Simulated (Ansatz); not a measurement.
Calculated with Ansatz (gas phase, PBE0-D4/def2-TZVP geometries, no zero-point term in ΔE). CBS: MP2 limit from def2 TZ/QZ plus the TZ coupled-cluster correction, frozen cores. This one scheme is used for every species, atoms too. Functionals use def2-TZVPP. B3LYP here is the variant with VWN-RPA as its local correlation; programs differ in this. No spin–orbit coupling; open shells (•) take unrestricted orbitals. Spin–orbit coupling would lower the free atoms: a little for C, S. Each species was taken in one conformer, which may not be the lowest.

Consider the atomization: `CC(N)(S)S` → 2 C• + 7 H• + N• + 2 S•.

```tsv
level	ΔE (eV)
r2SCAN-D4	43.22
ωB97X-V	43.44
ωB97M-V	43.51
PBE	43.98
r2SCAN	43.14
PBE0	43.17
B3LYP	42.65
MP2/def2-TZVPP	42.49
```

(1) What does CCSD(T)/CBS give? (Best estimate.)

Largest T1 diagnostic among the species: 0.011.

Results:

(1) Computed: +43.23 eV. The listed levels differ from it by -0.01, 0.21, 0.28, 0.75, -0.09, -0.06, -0.58, -0.74 eV.

The D4 term adds +0.53 eV with B3LYP and +0.28 eV with PBE0; it sums over pairs of atoms, weighted by their polarisabilities, and B3LYP, whose exchange is more repulsive, gets the larger term. From PBE to PBE0 (25 % exact exchange), in def2-TZVPP and without D4, ΔE moves by −0.81 eV: exact exchange takes away binding that semilocal exchange gives to molecules. In def2-TZVPP, CCSD(T) changes the Hartree–Fock value by +12.11 eV (the triples alone add +0.77 eV) and MP2 by +12.68 eV; breaking electron pairs costs correlation energy, which Hartree–Fock lacks.

For atomizations the MP2-based limit and the directly extrapolated one differ by several kJ/mol either way, and by 10 to 25 for some Ge, Se and Sn compounds, so smaller differences from it don't rank the levels.
